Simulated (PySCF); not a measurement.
These are PBE-D3(BJ)/def2-TZVP // BP86-D3(BJ)/def2-SVP (PySCF) values and carry that method's errors. Gas-phase values, no solvent. 

Reference species (SMILES): `COC` (neutral, multiplicity 1).

```json
{
  "HOMO–LUMO gap": "6.38 eV",
  "HOMO": "-5.86 eV"
}
```

Changed species: `C(C)#N` (free ligand CH3CN; the reference has free ligand O(CH3)2).

### Question
Predict the effect on the HOMO–LUMO gap and HOMO.

### Answer
the HOMO–LUMO gap goes up by 1.22 eV, to 7.60 eV; the HOMO falls by 2.15 eV, to -8.01 eV.
